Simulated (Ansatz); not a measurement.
**How far each method lies from full CI for BCl, triplet**

Geometry: a PBE0/def2-TZVP stationary point for this spin. The singlet lies 2.2 eV lower here.

```xyz
2

B     0.0000    0.0000    0.0000
Cl    0.0000    0.0000    1.6966
```

Basis 6-31G; Ansatz 0.2.0. Only valence electrons are correlated (noble-gas cores frozen), which leaves 10 electrons in 16 orbitals. Prefix R: restricted or restricted open-shell reference; prefix U: unrestricted. Active spaces: valence = (10e, 8o) chosen from the atoms' valence shells.

Full CI is exact within this basis and frozen core; it isn't the basis-set limit. The frozen core follows each run's orbitals, which can shift R against U totals by a few meV.

For open shells CISD and CISDTQ are restricted-active-space CI with the open shells as a complete middle space.

The UHF ⟨S²⟩ is 2.007 and the T1 diagnostic (RCCSD) is 0.0241. The largest doubles amplitude (RCCSD) is 0.038. The T1 diagnostic (UCCSD) is 0.0188.

| level | E − E(full CI) (kcal/mol) | share of correlation (%) | wall time |
| --- | --- | --- | --- |
| RHF | 48.12 | 0.00 | – |
| UHF | 47.25 | 1.81 | – |
| RMP2 | 9.26 | 80.75 | – |
| UMP2 | 8.85 | 81.60 | – |
| CISD | 2.66 | 94.47 | 0.54 s |
| RCCSD | 1.59 | 96.70 | – |
| UCCSD | 1.61 | 96.66 | – |
| RCCSD(T) | 0.27 | 99.44 | 0.33 s |
| UCCSD(T) | 0.27 | 99.44 | 0.33 s |
| BCCD(T) | 0.28 | 99.42 | 0.42 s |
| RCCSDT | -0.07 | 100.15 | – |
| UCCSDT | -0.07 | 100.15 | – |
| CISDTQ | 0.08 | 99.84 | 4.1 s |
| RCCSDT(Q) | 0.00 | 100.00 | 2.8 s |
| UCCSDT(Q) | -0.04 | 100.08 | 2.4 s |
| RCCSDTQ | -0.02 | 100.03 | 24 s |
| UCCSDTQ | -0.02 | 100.04 | 24 s |
| CASSCF (valence space) | 27.52 | 42.82 | – |
| NEVPT2 (valence space) | 7.13 | 85.19 | 1.5 s |
| MRCISD (valence space) | 0.86 | 98.21 | – |
| MRCISD+Q (valence space) | 0.23 | 99.53 | 2.1 s |

The correlation energy at full CI, counted from RHF, is -2.087 eV. That run took 24 s on 1 thread of Arm Neoverse V2, shared host over 4,769,856 determinants.

Times hold each run's SCF and search for its determinant on a shared host, so for small cases they say little of a method's own cost; they ran on 1 thread of Arm Neoverse V2.

The full-CI state has the irrep B1 of C2v, in the program's axes (one component, if the state is degenerate).

Natural occupations of full CI about the gap: 1.992 1.985 1.968 1.968 0.999 0.996 0.031 0.024 0.010 0.008; effectively unpaired electrons, Σ n²(2−n)², 2.02.

Atomization energy (electronic, same basis, no zero-point term; atoms at the same level, unrestricted beside the R rows where the molecule is a closed shell, with restricted open-shell steps beyond CCSDT(Q)) at full CI: 157.9 kJ/mol. Errors of other levels:

```csv
level,error (kJ/mol)
RHF,-8.1
UHF,-5.3
RMP2,27.5
UMP2,28.9
CISD,-7.9
RCCSD,-4.5
UCCSD,-4.6
RCCSD(T),-0.6
UCCSD(T),-0.6
BCCD(T),-0.6
RCCSDT,0.2
UCCSDT,0.2
CISDTQ,-0.3
RCCSDT(Q),0.0
UCCSDT(Q),0.1
RCCSDTQ,0.1
UCCSDTQ,0.1
CASSCF (valence space),-12.1
NEVPT2 (valence space),6.2
MRCISD (valence space),-1.9
MRCISD+Q (valence space),-0.6
```

This basis is far from its limit, so the value isn't to be set against a measured one. Truncated CI isn't size-consistent, which counts against it in atomization.
